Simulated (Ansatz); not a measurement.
# C₃H₇FO: small, medium and large basis sets

The task here is to estimate one member of a computed series from the others.

Program: Ansatz 0.2.0, Gaussian basis. Level of theory: one geometry, several basis sets. These are calculated values, not measurements.

The runs, in order: PBE0-D4/def2-SVP; ωB97M-V/def2-SVP; PBE0-D4/def2-QZVPP; ωB97M-V/def2-QZVPP; the functionals' def2-TZVPP values are taken from earlier runs.

**The geometry**

An earlier PBE0-D4 in a triple-zeta def2 set relaxation fixed the geometry.

SMILES `CCC(O)F`, 12 atoms, charge 0, spin multiplicity 1.

Atoms are counted from 1 here; the program's logs count them from 0.

Bond lengths: C1–C2 1.518 Å, C1–H6 1.091 Å, C1–H7 1.094 Å, C1–H8 1.091 Å, C2–C3 1.505 Å, C2–H9 1.094 Å, C2–H10 1.093 Å, C3–O4 1.376 Å, C3–F5 1.390 Å, C3–H11 1.099 Å, O4–H12 0.961 Å. Angles: C2–C1–H6 110.8°, C2–C1–H7 111.3°, C2–C1–H8 111.0°, H6–C1–H7 107.6°, H6–C1–H8 108.2°, H7–C1–H8 107.9°, C1–C2–C3 112.6°, C1–C2–H9 111.0°, C1–C2–H10 110.9°, C3–C2–H9 107.3°, C3–C2–H10 107.5°, H9–C2–H10 107.4°, C2–C3–O4 109.5°, C2–C3–F5 109.1°, C2–C3–H11 111.9°, O4–C3–F5 109.4°, O4–C3–H11 111.6°, F5–C3–H11 105.3° and more.

The first run:

Input file in.yaml:

```yaml
crystal:
  periodic: [false, false, false]
  atoms:
    - {symbol: C, position_ang: [-0.927204, 1.003310, 0.520684]}
    - {symbol: C, position_ang: [0.307406, 0.635984, -0.282747]}
    - {symbol: C, position_ang: [0.696993, -0.807981, -0.115969]}
    - {symbol: O, position_ang: [-0.281773, -1.612231, -0.654134]}
    - {symbol: F, position_ang: [1.896394, -1.035249, -0.779870]}
    - {symbol: H, position_ang: [-1.174299, 2.058245, 0.389859]}
    - {symbol: H, position_ang: [-0.771645, 0.830797, 1.589511]}
    - {symbol: H, position_ang: [-1.787685, 0.410760, 0.206559]}
    - {symbol: H, position_ang: [0.145499, 0.808280, -1.350767]}
    - {symbol: H, position_ang: [1.163877, 1.243686, 0.019886]}
    - {symbol: H, position_ang: [0.895568, -1.061043, 0.935336]}
    - {symbol: H, position_ang: [-0.086131, -2.529758, -0.444348]}
basis:
  gaussian: {orbitals: def2-SVP}
hamiltonian: {xc: pbe0, dispersion: d4}
output: {orbitals: {seedname: orbitals}}
```

Started as:

```bash
$ ansatz run in.yaml --threads 4 --pin off --events-out ev --progress --plain --max-ram 10444MiB
```

Among the steps run: PBE0-D4 in def2-SVP; ωB97M-V in def2-SVP; PBE0-D4 in def2-QZVPP; ωB97M-V in def2-QZVPP.

One of the session's tables, all rows but one given; the rest of the session is left out.

It belongs to the step «Functionals by basis». 

| functional | basis | HOMO (eV) | LUMO (eV) |
| --- | --- | --- | --- |
| PBE0-D4 | def2-SVP | -8.63 | 1.63 |
| PBE0-D4 | def2-TZVPP | -8.83 | 0.99 |
| PBE0-D4 | def2-QZVPP | -8.87 | 0.54 |
| ωB97M-V | def2-SVP | -11.07 | 3.27 |
| ωB97M-V | def2-TZVPP | ? | ? |
| ωB97M-V | def2-QZVPP | -11.31 | 1.69 |

**Question.** Estimate the row for ωB97M-V, def2-TZVPP.

As computed: HOMO (eV): -11.27; LUMO (eV): 2.40. In the column «HOMO (eV)» it lies between ωB97M-V, def2-QZVPP (-11.31) and ωB97M-V, def2-SVP (-11.07).
